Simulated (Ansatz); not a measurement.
`[BH2][AlH][SiH3]` + H₂ → `[BH2][AlH2]` + SiH₄ at 700 K and 1 bar (hydrogenolysis of the Al–Si bond).

Computed with Ansatz on PBE0-D4/def2-TZVP structures; ΔE is electronic, products minus reactants. CCSD(T)/CBS is the MP2 limit (def2-TZVPP, def2-QZVPP) plus CCSD(T) − MP2 in def2-TZVPP, frozen cores. This one scheme is used for every species.

```csv
species,CCSD(T)/CBS energy (Eh),H − E (kJ/mol),S (J/(mol·K))
`[BH2][AlH][SiH3]`,-559.42478,205.9,454.4
H₂,-1.17544,46.8,155.3
`[BH2][AlH2]`,-269.14094,132.0,331.6
SiH₄,-291.46306,115.5,252.9
```

H − E and S are ideal-gas, rigid-rotor, harmonic terms from PBE0-D4/def2-TZVP, for one conformer and one mirror image of each species. The MP2-based limit puts H₂ 0.8 mEh under its directly extrapolated value; such offsets cancel only in part. 1 Eh = 2625.50 kJ/mol, R = 8.31446 J/(mol·K).

By hand: ΔE, ΔH, ΔS and ΔG.

ΔE = (-269.14094) + (-291.46306) − (-559.42478) − (-1.17544) = -0.00378 Eh = -9.9 kJ/mol. Δ(H − E) = 132.0 + 115.5 − 205.9 − 46.8 = -5.2, so ΔH = -15.1 kJ/mol. ΔS = 331.6 + 252.9 − 454.4 − 155.3 = -25.2 J/(mol·K). ΔG = -15.1 − 700 × (-25.2)/1000 = 2.5 kJ/mol.

By hand: the equilibrium constant, and the temperature at which ΔG would vanish if ΔH and ΔS stayed fixed.

log₁₀ K = −ΔG/(RT ln 10) = -0.2. ΔG = 0 at ΔH/ΔS = 599 K.

TΔS isn't small against ΔH here. The sign of ΔG lies within the doubt. A doubt of 5 kJ/mol in ΔE shifts log₁₀ K by 0.4 here. Other conformers and mirror images would add mixing entropy, several J/(mol·K) or more a flexible species. Modes under 60 cm⁻¹, often nearly free rotors, make the harmonic entropy too high. These are equilibria of isolated gas molecules and say nothing of rates. Largest T1 diagnostic: 0.013 (customary marks: 0.02 for closed shells, 0.045 for open ones).
